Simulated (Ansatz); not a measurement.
`F[SiH2][SiH3]` → F• + `[SiH2][SiH3]`• at 400 K and 1 bar (homolysis of the F–Si bond).

Gas-phase electronic energies from Ansatz, PBE0-D4/def2-TZVP geometries. CCSD(T)/CBS is the MP2 limit (def2-TZVPP, def2-QZVPP) plus CCSD(T) − MP2 in def2-TZVPP, frozen cores. This one scheme is used for every species, atoms too. Open shells (•) are unrestricted, without spin–orbit coupling. Spin–orbit coupling would lower the free atoms: a little for F.

```
        species  CCSD(T)/CBS energy (Eh)  H − E (kJ/mol)  S (J/(mol·K))
`F[SiH2][SiH3]`               -681.00067           143.3          339.5
             F•                -99.66871             8.3          166.6
`[SiH2][SiH3]`•               -581.09367           127.3          316.6
```

H − E and S are ideal-gas, rigid-rotor, harmonic terms from PBE0-D4/def2-TZVP, with the whole ground term of open shells counted as degenerate. 1 Eh = 2625.50 kJ/mol, R = 8.31446 J/(mol·K).

Question: By hand: ΔE, ΔH, ΔS and ΔG.

Answer: ΔE = (-99.66871) + (-581.09367) − (-681.00067) = 0.23829 Eh = 625.6 kJ/mol. Δ(H − E) = 8.3 + 127.3 − 143.3 = -7.7, so ΔH = 617.9 kJ/mol. ΔS = 166.6 + 316.6 − 339.5 = 143.7 J/(mol·K). ΔG = 617.9 − 400 × (143.7)/1000 = 560.4 kJ/mol.

Question: By hand: the equilibrium constant, and the temperature at which ΔG would vanish if ΔH and ΔS stayed fixed.

Answer: log₁₀ K = −ΔG/(RT ln 10) = -73.2. ΔG = 0 at ΔH/ΔS = 4300 K, far beyond where these terms or the molecules hold.

The number of gas molecules changes by +1, which sets the sign of ΔS. A doubt of 5 kJ/mol in ΔE shifts log₁₀ K by 0.7 here. These are equilibria of isolated gas molecules and say nothing of rates. Largest T1 diagnostic: 0.015 (customary marks: 0.02 for closed shells, 0.045 for open ones).
